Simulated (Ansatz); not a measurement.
Density of states of VPt₃ (I4/mmm, a = 3.841 Å, b = 3.841 Å, c = 7.812 Å, α = 90.00°, β = 90.00°, γ = 90.00°), in states per eV and primitive cell, averaged over bins of 0.4 eV. Computed with DFT PBEsol, scalar-relativistic, plane waves, PAW in Ansatz.

Cutoff 420 eV; k points 16×16×16 on the computed 4-atom cell (Γ-centred); Gaussian smearing, width 0.10 eV; collinear spin from starting moments 0.52 0 0 0 μB.

The cell is relaxed at this level. The states (both spins) are summed by tetrahedra on a 24×24×24 mesh at the self-consistent density. Energies are bin centres; the table starts no lower than −8 eV and ends at 6 eV, or lower where the solved bands end.

It is a metal at this level.

```csv
E − E_F (eV),total,Pt 5d up,Pt 5d down,V 3d up,V 3d down,Pt 6s down,Pt 6s up
-7.85,0.74,0.06,0.06,0.01,0.01,0.26,0.26
-7.45,1.17,0.17,0.17,0.02,0.01,0.35,0.36
-7.05,2.13,0.60,0.59,0.07,0.06,0.39,0.38
-6.65,3.09,1.11,1.05,0.11,0.09,0.28,0.30
-6.25,5.85,2.27,2.24,0.19,0.17,0.33,0.33
-5.85,6.30,2.59,2.69,0.19,0.18,0.22,0.21
-5.45,4.87,2.11,2.16,0.12,0.11,0.11,0.11
-5.05,4.17,1.87,1.88,0.10,0.09,0.06,0.06
-4.65,3.71,1.64,1.64,0.10,0.08,0.06,0.06
-4.25,6.25,2.72,2.71,0.23,0.19,0.11,0.12
-3.85,5.21,2.20,2.24,0.17,0.15,0.13,0.13
-3.45,5.90,2.56,2.45,0.23,0.18,0.11,0.11
-3.05,5.56,2.24,2.38,0.31,0.27,0.09,0.09
-2.65,4.25,1.68,1.63,0.35,0.25,0.09,0.10
-2.25,6.41,2.51,2.65,0.40,0.36,0.12,0.11
-1.85,4.59,1.73,1.84,0.35,0.26,0.07,0.07
-1.45,3.92,1.18,1.15,0.62,0.47,0.09,0.09
-1.05,3.45,1.05,1.12,0.40,0.48,0.10,0.07
-0.65,3.72,1.39,1.37,0.40,0.28,0.07,0.06
-0.25,4.06,1.31,1.24,0.86,0.35,0.08,0.08
0.15,3.62,0.74,0.57,1.32,0.74,0.05,0.05
0.55,4.28,0.72,0.49,1.36,1.47,0.05,0.04
0.95,6.35,1.13,0.74,2.40,1.85,0.05,0.06
1.35,5.10,0.47,0.92,0.93,2.39,0.08,0.11
1.75,2.01,0.22,0.31,0.29,0.66,0.14,0.14
2.15,1.42,0.16,0.19,0.17,0.30,0.16,0.15
2.55,1.12,0.11,0.11,0.13,0.17,0.13,0.13
2.95,1.17,0.10,0.09,0.14,0.15,0.13,0.16
3.35,1.25,0.09,0.09,0.10,0.16,0.16,0.16
3.75,1.14,0.07,0.07,0.07,0.10,0.16,0.16
4.15,1.09,0.06,0.06,0.05,0.07,0.17,0.16
4.55,0.91,0.04,0.05,0.03,0.04,0.14,0.13
4.95,0.81,0.03,0.03,0.03,0.03,0.10,0.11
5.35,0.85,0.03,0.03,0.02,0.03,0.12,0.12
5.75,0.86,0.03,0.02,0.02,0.03,0.15,0.17
```

The columns after the total are the main Löwdin projections on the occupied valence shells of the potentials; 2 others are left out. The rest of the total lies in those, in shells that are empty in the free atom, which aren't projected, and between the atoms.

Spin-orbit coupling is left out, which matters for the bands of heavy elements.

Only this magnetic start was tried.

Cost: 1 run of about 9.4 core-minutes, on Arm Neoverse N1 (shared hosts).